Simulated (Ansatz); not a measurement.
# Cobalt, hcp under r²SCAN: how the Fermi-Dirac smearing moves the result

How small must the Fermi-Dirac smearing width be for energy and pressure and moments to settle? The geometry was relaxed under r²SCAN beforehand and stays fixed; 7 values are run, from 0.01 to 1.0 eV. Wanted are the values from which on the energy stays within 10 and 1 meV/atom, and the pressure within 0.5 GPa, of the narrowest run. Within the series other settings stay, but some runs also write fields, which adds to their time. The moments start as that relaxation left them.

Method: DFT r²SCAN, plane waves with PAW, scalar-relativistic, in Ansatz 0.2.0.

## 1. The starting structure

It takes space group P6_3/mmc (No. 194, hexagonal). The conventional cell has a = 2.472 Å, b = 2.472 Å, c = 4.027 Å, α = 90.00°, β = 90.00°, γ = 120.00°. Co (site symmetry -6m2) is surrounded by 12 Co at 2.47 Å.

Coordinates:

```cif
data_structure
_symmetry_space_group_name_H-M 'P6_3/mmc'
_symmetry_Int_Tables_number 194
_cell_length_a 2.4715
_cell_length_b 2.4715
_cell_length_c 4.0271
_cell_angle_alpha 90.000
_cell_angle_beta 90.000
_cell_angle_gamma 120.000
_cell_volume 21.30
loop_
_atom_site_label
_atom_site_type_symbol
_atom_site_symmetry_multiplicity
_atom_site_Wyckoff_symbol
_atom_site_fract_x
_atom_site_fract_y
_atom_site_fract_z
_atom_site_occupancy
Co1 Co 2 c 0.33333 0.66667 0.25000 1
```

Starting moments (μB): +1.89 ×2.

## 2. Width 0.01 eV

The run at 0.01 eV.

Contents of input.yaml:

```yaml
crystal:
  lattice:
    - [2.471523226, 0.0, 0.0]
    - [-1.235761613, 2.1404018997, 0.0]
    - [0.0, 0.0, 4.0271144694]
  atoms:
    - { symbol: Co, position: [0.3333333333, 0.6666666667, 0.25], spin: 1.891 }
    - { symbol: Co, position: [0.6666666667, 0.3333333333, 0.75], spin: 1.891 }
hamiltonian:
  xc: r2scan
  pseudopotentials:
    kind: paw
    azcp:
      Co: "pseudopotentials/Co.paw.azcp"
basis:
  ecutwfc: 500
  fft_grid_basis: typed
kpoints:
  mp_grid: { grid: [15, 15, 8], shift: [0, 0, 0] }
magnetization:
  spin_polarized: true
scf:
  occupations: { method: fermi_dirac, width: 0.01 }
  lower_state_search: "off"
output:
  stress: true
  write_density: true
  write_potential: true
  elf: true
  volumetric_format: npy
```

The run is started by

```bash
$ ansatz run input.yaml --threads 1 --pin off --max-ram 3584MiB --backend cpu --events-out ev --progress --plain --runs-dir out
```

## 3. Width 0.03 eV

The run at 0.03 eV.

input.yaml, as its differences from that of step 2:

```diff
@@ -22,3 +22,3 @@
 scf:
-  occupations: { method: fermi_dirac, width: 0.01 }
+  occupations: { method: fermi_dirac, width: 0.03 }
   lower_state_search: "off"
```

## 4. Width 0.1 eV

The run at 0.1 eV.

input.yaml, as its differences from that of step 3:

```diff
@@ -22,3 +22,3 @@
 scf:
-  occupations: { method: fermi_dirac, width: 0.03 }
+  occupations: { method: fermi_dirac, width: 0.1 }
   lower_state_search: "off"
@@ -26,5 +26 @@
   stress: true
-  write_density: true
-  write_potential: true
-  elf: true
-  volumetric_format: npy
```

## 5. Width 0.2 eV

The run at 0.2 eV.

input.yaml, as its differences from that of step 4:

```diff
@@ -22,3 +22,3 @@
 scf:
-  occupations: { method: fermi_dirac, width: 0.1 }
+  occupations: { method: fermi_dirac, width: 0.2 }
   lower_state_search: "off"
```

## 6. Width 0.3 eV

The run at 0.3 eV.

input.yaml, as its differences from that of step 5:

```diff
@@ -22,3 +22,3 @@
 scf:
-  occupations: { method: fermi_dirac, width: 0.2 }
+  occupations: { method: fermi_dirac, width: 0.3 }
   lower_state_search: "off"
```

## 7. Width 0.6 eV

The run at 0.6 eV.

input.yaml, as its differences from that of step 6:

```diff
@@ -22,3 +22,3 @@
 scf:
-  occupations: { method: fermi_dirac, width: 0.3 }
+  occupations: { method: fermi_dirac, width: 0.6 }
   lower_state_search: "off"
```

## 8. Width 1.0 eV

The run at 1.0 eV.

input.yaml, as its differences from that of step 7:

```diff
@@ -22,3 +22,3 @@
 scf:
-  occupations: { method: fermi_dirac, width: 0.6 }
+  occupations: { method: fermi_dirac, width: 1.0 }
   lower_state_search: "off"
```

(Steps that only read results are left out.)

**Question.** What will these runs give?

**Answer**, as computed:

| quantity | value |
| --- | --- |
| E(σ → 0) stays within 10 meV/atom of 0.01 eV | up to 0.2 eV |
| E(σ → 0) stays within 1 meV/atom | up to 0.1 eV |
| pressure stays within 0.5 GPa | up to 0.03 eV |
| pressure at 0.01 eV | -1.83 GPa |
| energy of a separate run on a finer mesh (24×24×13) | -1.7 meV/atom from 0.01 eV |

What this shows: The far end, 1.0 eV, lies +40.3 meV/atom and +17.9 GPa from the yardstick. The free energy F moves by -2001.2 meV/atom over the range, and the estimate for σ → 0 by +40.3. In theory F falls as the square of the width under this scheme, but here the ratio is not steady: the mesh at narrow widths, or a density of states that varies over the wide ones, can both cause that. The mesh (15×15×8) is fixed, so the narrowest widths carry a k-point error of their own. The largest moment goes from 1.84 μB at 0.01 eV to 0.00 μB at 1.0 eV. The yardstick itself is unsettled by 1.7 meV/atom against the finer mesh, so the thresholds above hold only within this series, and wider smearing, which averages over more states, can land nearer the fine-mesh value than the narrowest does. The cell taken over is 4 % smaller than the measured one (11.07 Å³/atom, COD).
